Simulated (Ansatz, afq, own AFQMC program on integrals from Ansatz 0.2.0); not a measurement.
**Atomization energy of SiH2O2, singlet**

```xyz
5

O    -1.4552   -0.1045   -0.2789
Si   -0.2173   -0.8052    0.5782
O     1.0336    0.1917    0.0644
H    -1.2144    0.6506   -0.8336
H     1.9033   -0.0062    0.4284
```

Connectivity, by distances: OH–Si–OH.

Atoms in their ground-state spins without spin–orbit coupling (mostly on UHF) minus the molecule (RHF), without zero-point energy. The geometry is a stationary point, not shown to be a minimum.

Basis def2-TZVP. Only valence electrons are correlated. AFQMC by an in-house program on the Cholesky factors that Ansatz 0.2.0 writes for its CCSD(T) run. The CISD trial takes its coefficients from CCSD amplitudes. Released means that phaseless walkers are propagated on without the constraint, phases kept. ± is one standard error of the sampling. The errors of all members are added in quadrature.

No full CI on the walks' own integrals is used here. The released AFQMC energy serves as the reference, which it does only where one determinant dominates, the energy is flat over the last release times and near the phaseless one (40 meV or 2 meV an electron, half that with transition metals). On small molecules, where full CI could be run and the noise was under 10 meV, such values lay within 10 meV of it in 19 cases of 20, a flattering rate, since the rule was set on those same cases; what remains of the bias isn't in the error bar. Each member takes its own surest rung, up to full CI.

The best estimate is CCSD(T) at the basis-set limit (CBS: def2-TZVPP and def2-QZVPP, with their diffuse functions for anions and beside diffuse sets, CCSD(T) itself extrapolated) plus the step from CCSD(T) to AFQMC with the constraint released in def2-TZVP. Rows without CBS are in def2-TZVP; B2PLYP and the wave-function rows carry a basis error of their own. Core correlation and relativity beyond core potentials are missing, and ± holds the sampling alone.

Cautions: SiH₂O₂ (singlet): the released value is read at 1.50 1/Eh with a noise of 12 meV, more than in the cases checked (meV from the phaseless value at times in 1/Eh: -6 ± 7 at 0.24, -16 ± 6 at 0.51, -8 ± 9 at 0.99, -18 ± 12 at 1.50); other spins of the molecule weren't checked.

Question: Estimate: order these levels by their error in the atomization energy against the best estimate, smallest first.
A. CCSD(T)
B. r2SCAN
C. wB97M-V
D. HF/CBS

Answer: C (6.3 kJ/mol), B (32.2 kJ/mol), A (96.3 kJ/mol), D (645.0 kJ/mol).

Best estimate: 1943.2 ± 1.2 kJ/mol.

Best estimates are given only where the step beyond CCSD(T) is under 0.3 eV and no member's determinant is very poor (T1 over 0.05, or 0.07 for open shells, ⟨S²⟩ too high by 0.3, two states mixed), so the hardest cases are missing from such tables.

The functionals ran in a triple-zeta set and keep a basis error of their own, a few kJ/mol for each bond in atomization energies and more for double hybrids, so close places among them and the extrapolated levels can swap.

Each member of a difference takes its own highest rung, so a best estimate needn't equal the limit plus the step of one row. Released energies are given only where the last usable release times agree within the noise; a slower fall can still hide under it.
